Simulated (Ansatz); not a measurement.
**Worked example: a bond strength in Si2NH6 (SMILES N[SiH][SiH3])**

Si2NH6 has 9 atoms, charge 0, and is taken as a doublet. SMILES: `N[SiH][SiH3]`. Geometry: optimised at B3LYP/def2-SVP. This is one conformer, not always the lowest.

```
atom    x (Å)    y (Å)    z (Å)
   N  -0.7998   0.8425  -1.4155
  Si  -0.4329   0.9159   0.2916
  Si   0.6265  -1.0825   0.9728
   H  -1.3835   0.0989  -1.7886
   H  -0.9139   1.6963  -1.9554
   H   0.4775   2.1000   0.4513
   H   1.9438  -1.3420   0.3093
   H  -0.2721  -2.2383   0.6668
   H   0.8429  -1.0370   2.4506
```

Wanted: the dissociation energy of the H9–Si3 bond into doublet H and singlet Si2NH5 (shapes relaxed at B3LYP/def2-SVP, no zero-point term). 1 Eh = 2625.50 kJ/mol = 27.2114 eV. Totals in Eh; open shells run unrestricted unless said.

```
              level  program       Si2NH6  doublet H  singlet Si2NH5
     UPBE/def2-TZVP   Ansatz  -636.984434  -0.499616     -636.383261
 U-r2SCAN/def2-TZVP   Ansatz  -637.273676  -0.499927     -636.663199
U-wB97M-V/def2-TZVP   Ansatz  -637.273897  -0.494111     -636.676469
```

Question: Work out the dissociation energy at each level.

Answer: 
1. UPBE/def2-TZVP: (-0.499616) + (-636.383261) − (-636.984434) = 0.101557 Eh = 266.6 kJ/mol = 2.76 eV.
2. U-r2SCAN/def2-TZVP: (-0.499927) + (-636.663199) − (-637.273676) = 0.110550 Eh = 290.2 kJ/mol = 3.01 eV.
3. U-wB97M-V/def2-TZVP: (-0.494111) + (-636.676469) − (-637.273897) = 0.103317 Eh = 271.3 kJ/mol = 2.81 eV.

The levels span 267 to 290 kJ/mol; no measured value is set beside them. A fragment with an even electron count was run as a singlet and may have a lower triplet. A bond enthalpy at 298 K also holds the loss of zero-point energy and thermal terms.
